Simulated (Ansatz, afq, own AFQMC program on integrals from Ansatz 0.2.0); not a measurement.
Two steps: Ansatz 0.2.0 writes the Fock matrix and Cholesky factors of the valence space, and afq projects on them the lowest state that overlaps trial and start.

```yaml
crystal:
  periodic: [false, false, false]
  atoms:
    - {symbol: F, position_ang: [0.000000, 0.000000, 0.000000]}
basis:
  gaussian: {orbitals: aug-cc-pVDZ}
total_charge: -1
magnetization: {spin_polarized: false}
correlation: {method: ccsd_t, electrons: outside_noble_gas, hamiltonian_folder: ham}
```

```sh
$ ansatz run in.yaml --threads 1 --pin off --events-out ev --progress --plain --max-ram 1382MiB
```

afq runs on the folder ham with

```
--method phaseless --trial cisd --walkers 200 --populations 1 --least-time 40 --time-step 0.005 --steps-per-block 50 --equilibration-blocks 28 --max-blocks 300 --target-error 0.00034 --factor-cut 1e-05 --seed 3532 --release-times 0.24,0.51,0.99,1.62,2.4 --release-step 0.03 --release-every 4 --taylor-order 6
```

Times are imaginary, in 1/Eh. The walk had a cap of 428 s.

```
orbitals 22  electrons 4 4  factors 120 of 122
reference energy -99.42828235 Eh
CCSD correlation -0.23440606 Eh in 8 cycles, weight of the determinant in the CISD state 0.9377
energy of the start -99.662689 Eh
 block  time / (1/Eh)  mean weight  energy / Eh
     1     0.250  1.0015  -99.663475
     2     0.500  1.0010  -99.666376
     3     0.750  1.0020  -99.669214
     4     1.000  0.9987  -99.670428
     5     1.250  0.9997  -99.667472
    10     2.500  1.0004  -99.669401
    29     7.250  0.9996  -99.666762
    49    12.250  0.9997  -99.675748
    69    17.250  1.0003  -99.672596
    89    22.250  0.9997  -99.668679
   109    27.250  0.9997  -99.666975
   117    29.250  0.9995  -99.679539
   129    32.250  1.0006  -99.665456
   149    37.250  0.9997  -99.668703
   153    38.250  0.9992  -99.665268
   169    42.250  0.9989  -99.668610
   185    46.250  0.9992  -99.674397
blocks merged  error / Eh  count
     1  0.000232  160
     2  0.000263  80
     4  0.000290  40
     8  0.000311  20
    16  0.000257  10
released: time / (1/Eh)  energy / Eh  error  mean overlap
  0.24  -99.669277  0.000283  1.0000
  0.51  -99.669289  0.000279  0.9964
  0.99  -99.669300  0.000262  0.9971
  1.62  -99.669639  0.000366  0.9928
  2.40  -99.670890  0.000513  0.9586
energy -99.669854 +/- 0.000311 Eh
(rows thinned)
```

Task: Estimate how long the walk took on 1 thread of Intel(R) Xeon(R) Platinum 8259CL CPU @ 2.50GHz (Skylake/Cascade Lake), on a shared host.

Result: 120 s of wall time.

The run passed its tests (sampling time, drift between the halves within three errors, error under three times the target), which doesn't prove that it has relaxed.

Against this walk (error 8.5 meV) on the same determinant: CCSD(T) 33.2 meV higher, CCSDT(Q) 9.7 meV higher (within the noise), CCSDTQ 11.9 meV higher (within the noise), full CI 13.2 meV higher (within the noise). The error is statistical and leaves out the bias of the constraint. The released energies are still falling (meV from the phaseless value at times in 1/Eh: 16 ± 8 at 0.24, 15 ± 8 at 0.51, 15 ± 7 at 0.99, 6 ± 10 at 1.62, -28 ± 14 at 2.40), so they give no level.

Cautions: constraint bias not in the error; raised T1 diagnostic (T1 0.023, weight of the determinant 0.94, largest double 0.04).

CCSDT and higher add their correlation energy to the determinant of the CCSD(T) run, since their own runs factorise the integrals more tightly (a shift of under 2 meV). A walk keeps the symmetry of its determinant, which the program's search chose and which needn't be the lowest solution, so a lower state of the same spin and another symmetry isn't excluded.
